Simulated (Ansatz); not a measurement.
Start from `CNCCN` and change one atom or group to get `NCCO`.

Ansatz, PBE0-D4/def2-TZVP geometries, multiplicity 1. Each molecule was computed in one conformer, which needn't be the lowest.

```csv
property,`CNCCN`
HOMO energy (ωB97M-V/def2-TZVPP) / eV,-8.93
LUMO energy (PBE0/def2-TZVPP) / eV,1.10
"ideal-gas entropy at 298 K and 1 bar (rigid rotor, harmonic PBE0-D4/def2-TZVP) / J/(mol·K)",329
HOMO–LUMO gap (PBE0/def2-TZVPP) / eV,7.64
HOMO energy (PBE0/def2-TZVPP) / eV,-6.54
HOMO–LUMO gap (B3LYP/def2-TZVPP) / eV,7.09
```

Problem. What does the change do to each property? (Estimate.)

Solution. Ansatz gave: 
| property | `NCCO` | shift |
| --- | --- | --- |
| HOMO energy (ωB97M-V/def2-TZVPP) / eV | -9.18 | -0.25 |
| LUMO energy (PBE0/def2-TZVPP) / eV | 1.01 | -0.09 |
| ideal-gas entropy at 298 K and 1 bar (rigid rotor, harmonic PBE0-D4/def2-TZVP) / J/(mol·K) | 297 | -32 |
| HOMO–LUMO gap (PBE0/def2-TZVPP) / eV | 7.77 | 0.13 |
| HOMO energy (PBE0/def2-TZVPP) / eV | -6.75 | -0.21 |
| HOMO–LUMO gap (B3LYP/def2-TZVPP) / eV | 7.15 | 0.06 |

With PBE0 the HOMO falls by 0.21 eV and the LUMO falls by 0.09 eV, so the gap widens by about 0.12 eV. PBE moves the HOMO by -0.12 eV and ωB97M-V by -0.25 eV. The zero-point energy changes by -107.2 kJ/mol with -12 modes.

B3LYP here is the variant with VWN-RPA as its local correlation; programs differ in this.
